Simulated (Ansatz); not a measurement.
Species: BF$_{3}$, net charge 1, doublet state. 
Coordinates optimised at B3LYP-D3(BJ)/def2-TZVP (Ansatz, a first-principles code):
```xyz
4

B     -0.1351    -0.0836    -0.0006
F     -1.2011    -0.7430    -0.0049
F      0.1553     1.1778    -0.4217
F      1.1208    -0.3884     0.4269
```
Charge +1, spin multiplicity 2.

Total electronic energies in hartree. Cores are frozen in the correlated levels unless marked. UHF or UKS for open shells. No spin-orbit coupling. Non-relativistic.  The program attaches cautions to a run behind CCSD/6-31G*: other roots. The program attaches cautions to a run behind CCSD/cc-pVDZ: other roots.

The Hartree-Fock reference is unstable (checked in the largest basis), which strains HF and MP2. 

```json
[
 {"level": "RI-HF/cc-pVTZ", "program": "Ansatz", "energy (Eh)": "-322.77553"},
 {"level": "SVWN5/def2-TZVPD", "program": "Ansatz", "energy (Eh)": "___"},
 {"level": "PBE-D4/def2-TZVPD", "program": "Ansatz + dftd4", "energy (Eh)": "-323.85152"},
 {"level": "r2SCAN-D4/def2-TZVPD", "program": "Ansatz + dftd4", "energy (Eh)": "-324.02825"},
 {"level": "B3LYP-D3(BJ)/def2-TZVPD", "program": "Ansatz + dftd3", "energy (Eh)": "-324.15968"},
 {"level": "PBE0/6-31G*", "program": "Ansatz", "energy (Eh)": "___"},
 {"level": "PBE0/def2-SVP", "program": "Ansatz", "energy (Eh)": "___"},
 {"level": "PBE0-D3(BJ)/def2-TZVP", "program": "Ansatz + dftd3", "energy (Eh)": "-323.83457"},
 {"level": "PBE0-D4/def2-TZVP", "program": "Ansatz + dftd4", "energy (Eh)": "-323.83459"},
 {"level": "r2SCAN0-D4/def2-TZVPD", "program": "Ansatz + dftd4", "energy (Eh)": "-323.97230"},
 {"level": "B2PLYP-D3(BJ)/def2-TZVPD", "program": "Ansatz + dftd3", "energy (Eh)": "-323.97417"},
 {"level": "RI-MP2/cc-pVTZ", "program": "Ansatz", "energy (Eh)": "-323.56465"},
 {"level": "CCSD/6-31G*", "program": "Ansatz", "energy (Eh)": "-323.22424"},
 {"level": "CCSD/cc-pVDZ", "program": "Ansatz", "energy (Eh)": "-323.28173"}
]
```

### Question
Complete the blanks.

### Answer

- SVWN5/def2-TZVPD, energy (Eh): -322.00238
- PBE0/6-31G*, energy (Eh): -323.69158
- PBE0/def2-SVP, energy (Eh): -323.43855
